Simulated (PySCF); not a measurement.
PySCF input (PBE/pcseg-0):

```python
import numpy as np, basis_set_exchange as bse
from pyscf import gto, scf, dft, df

basis = {'H': gto.basis.parse(bse.get_basis('pcseg-0', elements=['H'], fmt='nwchem')), 'N': gto.basis.parse(bse.get_basis('pcseg-0', elements=['N'], fmt='nwchem'))}
mol = gto.M(
    atom='''
    N     0.00224146   -0.00382052    0.11155442
    H    -0.00202883    0.95117179   -0.22808750
    H     0.80949996   -0.46442426   -0.29287493
    H    -0.82316134   -0.46000387   -0.25991854
    ''',
    basis=basis,
    charge=0,
    verbose=4,
    max_memory=1839,
)
mf = dft.RKS(mol, xc='pbe')
mf.grids.level = 3
mf.conv_tol = 1e-9
mf.max_cycle = 100
print('smallest overlap eigenvalue', np.linalg.eigvalsh(mol.intor('int1e_ovlp'))[0])
mf.kernel()
dip = mf.dip_moment()
```

Output:

```
PySCF version 2.14.0

[INPUT] verbose = 4
[INPUT] num. atoms = 4
[INPUT] num. electrons = 10
[INPUT] charge = 0
[INPUT] spin (= nelec alpha-beta = 2S) = 0
[INPUT] symmetry False subgroup None
[INPUT] Mole.unit = angstrom
[INPUT] Symbol           X                Y                Z      unit          X                Y                Z       unit  Magmom
[INPUT]  1 N      0.002241460000  -0.003820520000   0.111554420000 AA    0.004235745519  -0.007219736453   0.210807301785 Bohr   0.0
[INPUT]  2 H     -0.002028830000   0.951171790000  -0.228087500000 AA   -0.003833933053   1.797454180512  -0.431022907437 Bohr   0.0
[INPUT]  3 H      0.809499960000  -0.464424260000  -0.292874930000 AA    1.529733222246  -0.877634657004  -0.553453406451 Bohr   0.0
[INPUT]  4 H     -0.823161340000  -0.460003870000  -0.259918540000 AA   -1.555549488930  -0.869281330540  -0.491174855297 Bohr   0.0

nuclear repulsion = 11.935771654522
number of shells = 11
number of NR pGTOs = 24
number of NR cGTOs = 15
basis = {'H': [[0, [4.34473, 0.0934643], [0.660487, 0.5]], [0, [0.136687, 1.0]]], 'N': [[0, [653.283, 0.0205664], [98.61, 0.143088], [22.0574, 0.5], [5.82324, 0.630731]], [0, [0.637084, 1.0]], [0, [0.199637, 1.0]], [1, [6.32227, 0.125145], [1.28076, 0.5]], [1, [0.27895, 1.0]]]}
ecp = {}
smallest overlap eigenvalue 0.04225209692076453

******** <class 'pyscf.dft.rks.RKS'> ********
method = RKS
initial guess = minao
damping factor = 0
level_shift factor = 0
DIIS = <class 'pyscf.scf.diis.CDIIS'>
diis_start_cycle = 1
diis_space = 8
diis_damp = 0
SCF conv_tol = 1e-09
SCF conv_tol_grad = None
SCF max_cycles = 100
direct_scf = True
direct_scf_tol = 1e-13
XC library pyscf.dft.libxc version 7.1.2
    S. Lehtola, C. Steigemann, M. J. T. Oliveira, and M. A. L. Marques,  SoftwareX 7, 1–5 (2018)
XC functionals = pbe
    J. P. Perdew, K. Burke, and M. Ernzerhof,  Phys. Rev. Lett. 77, 3865 (1996)
    J. P. Perdew, K. Burke, and M. Ernzerhof,  Phys. Rev. Lett. 78, 1396 (1997)
    J. P. Perdew, K. Burke, and M. Ernzerhof,  Phys. Rev. Lett. 77, 3865 (1996)
    J. P. Perdew, K. Burke, and M. Ernzerhof,  Phys. Rev. Lett. 78, 1396 (1997)
radial grids:
    Treutler-Ahlrichs [JCP 102, 346 (1995); DOI:10.1063/1.469408] (M4) radial grids

becke partition: Becke, JCP 88, 2547 (1988); DOI:10.1063/1.454033
pruning grids: <function nwchem_prune>
grids dens level: 3
symmetrized grids: False
atomic radii adjust function: <function treutler_atomic_radii_adjust>
small_rho_cutoff = 0
Set gradient conv threshold to 3.16228e-05
Initial guess from minao.
tot grids = 43328
init E= -56.2181274710741
  HOMO = -0.305629003560966  LUMO = 0.021815339195304  gap/eV = 8.91021
cycle= 1 E= -56.2789597322637  delta_E= -0.0608  |g|= 0.358  |ddm|= 1.46
  HOMO = -0.0848658779446174  LUMO = 0.0654682447558343  gap/eV = 4.09080
cycle= 2 E= -56.2388588042127  delta_E= 0.0401  |g|= 0.564  |ddm|= 0.89
  HOMO = -0.175807475161566  LUMO = 0.040904509075139  gap/eV = 5.89703
cycle= 3 E= -56.30743030671  delta_E= -0.0686  |g|= 0.00817  |ddm|= 0.603
  HOMO = -0.175463685612311  LUMO = 0.0423342424604407  gap/eV = 5.92658
cycle= 4 E= -56.3074542559159  delta_E= -2.39e-05  |g|= 0.00103  |ddm|= 0.0212
  HOMO = -0.175635882322128  LUMO = 0.0420409692220225  gap/eV = 5.92329
cycle= 5 E= -56.3074544838685  delta_E= -2.28e-07  |g|= 0.000101  |ddm|= 0.00105
  HOMO = -0.175666271714389  LUMO = 0.0420234872437013  gap/eV = 5.92364
cycle= 6 E= -56.3074544860838  delta_E= -2.22e-09  |g|= 8.45e-07  |ddm|= 0.000101
  HOMO = -0.175666384910376  LUMO = 0.0420234641181056  gap/eV = 5.92364
cycle= 7 E= -56.3074544860839  delta_E= -7.11e-14  |g|= 3.38e-08  |ddm|= 6.08e-07
  HOMO = -0.175666401072114  LUMO = 0.0420234555144454  gap/eV = 5.92364
Extra cycle  E= -56.3074544860838  delta_E= 5.68e-14  |g|= 1.71e-08  |ddm|= 6.12e-08
converged SCF energy = -56.3074544860838
Dipole moment(X, Y, Z, Debye): -0.04277,  0.07290, -2.12866
```
